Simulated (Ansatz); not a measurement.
Calculated with Ansatz (gas phase, PBE0-D4/def2-TZVP geometries, no zero-point term in ΔE). CCSD(T)/CBS adds triple-zeta CCSD(T) − MP2 to the extrapolated MP2 energy (def2 sets, frozen cores). This one scheme is used for every species, atoms too. DFT in def2-TZVPP. B3LYP here is the variant with VWN-RPA as its local correlation; programs differ in this. HSE06 is defined as in plane-wave codes. No spin–orbit coupling; open shells (•) take unrestricted orbitals. Spin–orbit coupling would lower the free atoms: a little for C.

`CP(C)C` → 3 C• + 9 H• + P•  (atomization)

`CP(C)C`:

Z-matrix (Å, degrees):
```
C
P 1 1.839
H 1 1.092 2 109.5
H 1 1.092 2 109.5 3 -117.8
H 1 1.094 2 112.3 3 121.1
C 2 1.839 1 99.4 3 -171.9
C 2 1.839 1 99.4 3 -70.7
H 6 1.092 2 109.5 1 -70.7
H 6 1.094 2 112.3 1 50.4
H 6 1.092 2 109.5 1 171.5
H 7 1.092 2 109.5 1 70.3
H 7 1.094 2 112.3 1 -50.8
H 7 1.092 2 109.5 1 -171.9
```

| level | ΔE (kJ/mol) | difference from CCSD(T)/CBS |
| --- | --- | --- |
| LDA (SPW92) | 5369.8 | 608.4 |
| PBE-D4 | 4828.6 | 67.2 |
| revPBE-D4 | 4743.9 | -17.5 |
| r2SCAN-D4 | 4770.2 | 8.8 |
| B97M-V | 4790.6 | 29.2 |
| PBE0-D4 | 4782.7 | 21.3 |
| B3LYP-D4 | 4780.7 | 19.3 |
| r2SCANh-D4 | 4755.2 | -6.2 |
| r2SCAN0-D4 | 4734.2 | -27.2 |
| HSE06-D4 | 4785.2 | 23.8 |
| BHLYP-D4 | 4685.1 | -76.3 |
| CAM-B3LYP-D4 | 4790.6 | 29.2 |
| ωB97X-V | 4786.9 | 25.5 |
| ωB97M-V | 4789.6 | 28.2 |
| B2PLYP | 4717.8 | -43.6 |
| PBE-QIDH | 4742.1 | -19.3 |
| PBE | 4803.6 | 42.2 |
| revPBE | 4662.1 | -99.3 |
| BLYP | 4694.0 | -67.4 |
| r2SCAN | 4764.0 | 2.6 |
| B3LYP | 4740.6 | -20.8 |
| r2SCANh | 4748.7 | -12.7 |
| r2SCAN0 | 4727.0 | -34.4 |
| BHLYP | 4656.3 | -105.1 |
| CAM-B3LYP | 4769.6 | 8.2 |
| LC-ωPBE | 4739.6 | -21.8 |
| HF/def2-SVP | 3586.9 | -1174.5 |
| MP2/def2-SVP | 4506.6 | -254.8 |
| CCSD/def2-SVP | 4475.3 | -286.1 |
| CCSD(T)/def2-SVP | 4513.2 | -248.2 |
| HF/def2-TZVPP | 3573.6 | -1187.8 |
| MP2/def2-TZVPP | 4662.7 | -98.7 |
| SCS-MP2/def2-TZVPP | 4678.2 | -83.2 |
| CCSD/def2-TZVPP | 4598.3 | -163.1 |
| CCSD(T)/def2-TZVPP | 4651.2 | -110.2 |
| HF/def2-QZVPP | 3578.2 | -1183.2 |
| MP2/def2-QZVPP | 4727.5 | -33.9 |
| SCS-MP2/def2-QZVPP | 4751.7 | -9.7 |
| MP2/CBS(def2) | 4772.9 | 11.5 |
| CCSD/CBS(def2) | 4708.5 | -52.9 |
| CCSD(T)/CBS | 4761.4 | 0 |

Largest T1 diagnostic among the species: 0.010.

In def2-TZVPP, CCSD(T) changes the Hartree–Fock value by +1077.6 kJ/mol (the triples alone add +52.9 kJ/mol) and MP2 by +1089.1 kJ/mol; breaking electron pairs costs correlation energy, which Hartree–Fock lacks. Leaving LDA and LC-ωPBE aside and taking each functional with its dispersion term where it has one, the values spread over 143.5 kJ/mol, from BHLYP-D4 to PBE-D4. LDA lies +566.1 kJ/mol from PBE without D4, its usual overbinding.

For atomizations the MP2-based limit and the directly extrapolated one differ by several kJ/mol either way, and by 10 to 25 for some Ge, Se and Sn compounds, so smaller differences from it don't rank the levels.
